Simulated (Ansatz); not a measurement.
Cost and result for the atomization energy of H2S3, SMILES `SSS` (5 atoms, 4 bonds).

Z-matrix (Å, degrees):
```
S
S 1 2.045
H 1 1.348 2 98.3
S 2 2.045 1 107.8 3 -89.7
H 4 1.348 2 98.3 1 89.5
```

Charge 0, multiplicity 1. All single points use the PBE0-D4/def2-TZVP geometry. It is one conformer, not always the lowest. Program: Ansatz. All runs use 2 threads of an Arm Neoverse V2 on a shared host. Times are those of one run each, without the atoms' runs, and a repeat can differ threefold. Electronic energies, without spin–orbit coupling; frozen cores. CCSD(T)/CBS adds CCSD(T) − MP2 in def2-TZVPP to the MP2 limit, and its time is that of the two runs behind it. T1 = 0.014. B3LYP takes the VWN-RPA correlation (the form of Gaussian; ORCA's B3LYP/G). HSE06 is the plane-wave form, built on full-range PBE exchange.

CCSD(T)/CBS is a level of theory with its own doubt, some kJ/mol a heavy atom from the limit and from the frozen cores, so smaller differences don't rank the functionals.

| level | functions | wall time |
| --- | --- | --- |
| CCSD(T)/def2-SVP | 64 | 0.65 s |
| LDA (SPW92)/def2-TZVPP | 154 | 0.7 s |
| PBE-D4/def2-TZVPP (with forces) | 154 | 1.4 s |
| HSE06-D4/def2-TZVPP | 154 | 1.9 s |
| CAM-B3LYP-D4/def2-TZVPP | 154 | 2 s |
| B3LYP-D4/def2-TZVPP (with forces) | 154 | 2.1 s |
| B2PLYP/def2-TZVPP | 154 | 2.8 s |
| PBE-QIDH/def2-TZVPP | 154 | 2.9 s |
| r2SCAN-D4/def2-TZVPP (with forces) | 154 | 3.1 s |
| ωB97M-V/def2-TZVPP (with forces) | 154 | 6.5 s |
| MP2/def2-QZVPP | 270 | 6.5 s |
| CCSD(T)/def2-TZVPP | 154 | 13 s |
| CCSD(T)/CBS(def2) | – | 19 s |

Q: What atomization energy does each give, and how far from CCSD(T)/CBS? (Best estimate.)

A: The calculation gave: 
```csv
level,atomization (kcal/mol),difference from CCSD(T)/CBS,per bond
CCSD(T)/def2-SVP,259.2,-47.3,-11.8
LDA (SPW92)/def2-TZVPP,372.6,66.1,16.5
PBE-D4/def2-TZVPP (with forces),320.3,13.8,3.4
HSE06-D4/def2-TZVPP,309.3,2.8,0.7
CAM-B3LYP-D4/def2-TZVPP,300.8,-5.7,-1.4
B3LYP-D4/def2-TZVPP (with forces),304.7,-1.8,-0.5
B2PLYP/def2-TZVPP,297.2,-9.3,-2.3
PBE-QIDH/def2-TZVPP,300.4,-6.1,-1.5
r2SCAN-D4/def2-TZVPP (with forces),310.9,4.4,1.1
ωB97M-V/def2-TZVPP (with forces),312.0,5.5,1.4
MP2/def2-QZVPP,305.0,-1.5,-0.4
CCSD(T)/def2-TZVPP,289.7,-16.8,-4.2
CCSD(T)/CBS(def2),306.5,0.0,0.0
```

Leaving LDA and LC-ωPBE aside and taking each functional with its dispersion term where it has one, the values, not all of them listed here, spread over 31.4 kcal/mol, from BHLYP-D4 to PBE-D4. LDA lies +55.5 kcal/mol from PBE without D4, its usual overbinding. At CCSD(T), def2-SVP lies −47.3 kcal/mol from the extrapolated value and def2-TZVPP −16.8 kcal/mol: correlation converges slowly with the basis, and small sets miss more of it in the bonded molecule than in its fragments. From r2SCAN to r2SCAN0 (25 % exact exchange), in def2-TZVPP and without D4, the atomization energy moves by −9.9 kcal/mol: exact exchange takes away binding that semilocal exchange gives to molecules.
